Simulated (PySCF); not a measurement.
## trimethylphosphine oxide: proton affinities at several levels

Structure: `CP(C)(C)=O` (C3H9OP). Coordinates in Å; atoms count from 1 in this order:
```
C     1.5942   -0.0213   -0.4998
P     0.1261   -0.1721    0.5636
C    -0.9762   -1.3146   -0.3251
C    -0.6982    1.4460    0.4504
O     0.4372   -0.5962    1.9645
H     1.3440    0.2911   -1.5240
H     2.2786    0.7109   -0.0475
H     2.1046   -0.9950   -0.5260
H    -1.9238   -1.3871    0.2282
H    -1.1765   -0.9884   -1.3561
H    -0.5104   -2.3105   -0.3375
H    -0.9078    1.7386   -0.5888
H    -0.0515    2.2002    0.9217
H    -1.6395    1.4005    1.0170
```

All levels share the PBE0-D3(BJ)/def2-SVP structures and the GFN2-xTB thermal terms; only the single-point energies (PySCF) change. Values are proton affinities (298 K, kJ/mol).

proton affinity (−ΔH): the gap is larger than usual, and may come from another state, site, conformer or species, from the functional or basis, or from an outlying measurement.

Measured (NIST Chemistry WebBook): proton affinity (−ΔH) 910 kJ/mol.

| level | O5 |
| --- | --- |
| TPSSh/def2-TZVP (grid 1) | 935 |
| ωB97X-D3(BJ)/def2-TZVP | 942 |

The spread: 7 kJ/mol, from 935 to 942.
